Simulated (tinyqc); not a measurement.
Worked calculation: extended Hueckel theory, for LiH. One step of it, computed by the program tinyqc.

Task: Mulliken analysis. P = C n C^T; charge = valence electrons (Li 1, H 1) minus the sum of (P S)_ii on the atom; overlap population = 2 sum P_ij S_ij between two atoms.

coefficients:
```
              MO1        MO2       MO3        MO4        MO5
1Li 2s   0.175116   0.828157  0.000000   0.000000   0.703110
1Li 2px  0.000000   0.000000  0.145256   0.989394   0.000000
1Li 2py  0.000000   0.000000  0.989394  -0.145256   0.000000
1Li 2pz  0.115924  -0.556089  0.000000   0.000000   1.023399
2H 1s    0.865001  -0.111140  0.000000   0.000000  -0.905711
```

occupations: 2.000000  0.000000  0.000000  0.000000  0.000000

overlap S, lower triangle:
```
           1Li 2s   1Li 2px   1Li 2py   1Li 2pz     2H 1s
1Li 2s   1.000000
1Li 2px  0.000000  1.000000
1Li 2py  0.000000  0.000000  1.000000
1Li 2pz  0.000000  0.000000  0.000000  1.000000
2H 1s    0.365224  0.000000  0.000000  0.483794  1.000000
```

Give: charges; Overlap populations.

Result:

charges: 1Li 0.7041, 2H -0.7041

Overlap populations:
```
pair     value
2-1   0.415338
```
